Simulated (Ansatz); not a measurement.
`C=C(C)O`, relaxed with RKS PBE-D4/def2-SVP in Ansatz from a rough embedded geometry. The force threshold is 0.03 eV/Å; the program also tests the step.

The species carries charge 0 and has multiplicity 1.

Start:

```xyz
10

C    -0.152    0.679    1.077
C     0.094    0.249   -0.107
C    -0.218   -1.136   -0.546
O     0.766    1.035   -1.065
H     0.029    1.751    1.393
H    -0.656    0.093    1.874
H    -0.834   -1.156   -1.406
H     0.784   -1.647   -0.825
H    -0.653   -1.772    0.285
H     0.839    1.905   -0.680
```

```tsv
step	energy (eV)	largest force (eV/Å)	largest move (Å)
1	-5244.7132	5.218	0.000
2	-5245.0327	1.466	0.097
3	-5245.0743	0.257	0.099
4	-5245.0818	0.126	0.033
5	-5245.0832	0.036	0.013
6	-5245.0835	0.014	0.009
```

End:

```xyz
10

C    -0.188    0.730    1.144
C     0.109    0.246   -0.083
C    -0.166   -1.154   -0.545
O     0.704    0.980   -1.070
H     0.040    1.772    1.421
H    -0.669    0.093    1.898
H    -0.824   -1.141   -1.438
H     0.779   -1.650   -0.852
H    -0.647   -1.754    0.248
H     0.862    1.878   -0.723
```

Run time 5.5 s (4 threads of an Arm Neoverse V1 on a shared host); peak host memory 0.12 GiB.
